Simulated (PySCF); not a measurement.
H₂S. Atoms are numbered in the order given.

```xyz
3

S      0.0000     0.0000     0.1033
H      0.0000    -0.9673    -0.8265
H      0.0000     0.9673    -0.8265
```
Charge 0, spin multiplicity 1.

Geometry optimised at PBE0-D3(BJ)/def2-TZVPD.

Calculation: SMD-B3LYP/6-31G* run with PySCF.

Solvation free energies are E(SMD) − E(gas) at the gas-phase geometry, for 1 M in both phases. In vacuum the dipole moment is 1.43 D.

Task: Rank water, n-hexane, chloroform by solvation free energy, most negative first.

Result: chloroform (-3.2 kcal/mol), n-hexane (-2.2 kcal/mol), water (-1.7 kcal/mol)
